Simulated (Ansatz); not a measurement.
System: diamond-structure Si. Method: BLYP (Ansatz, a first-principles code, plane waves, PAW).

Run with plane-wave cutoff 520 eV, 12×12×12 k mesh, scalar-relativistic PAW data made under PBE.

Computed at the level's own relaxed cell.

Question: Estimate the Young modulus, Voigt–Reuss–Hill shear modulus (Hill average), elastic constant C11, elastic constant C44 and elastic constant C12 that the calculation returns.

Answer: 
Young modulus: 150 GPa
Voigt–Reuss–Hill shear modulus (Hill average): 63.7 GPa
elastic constant C11: 145 GPa
elastic constant C44: 74.8 GPa
elastic constant C12: 44.8 GPa

Measured, for comparison: elastic constant C11 168 GPa, elastic constant C44 80.2 GPa, elastic constant C12 64.9 GPa (low temperature, zero-point motion not removed; as tabulated in Tanner et al. (2021), arXiv:2110.11888). Computed (rounded) less measured: elastic constant C11 -14 %, elastic constant C44 -7 %, elastic constant C12 -31 %.

Elastic constants are with the ions relaxed.

It cost roughly 60 core-seconds of CPU time.
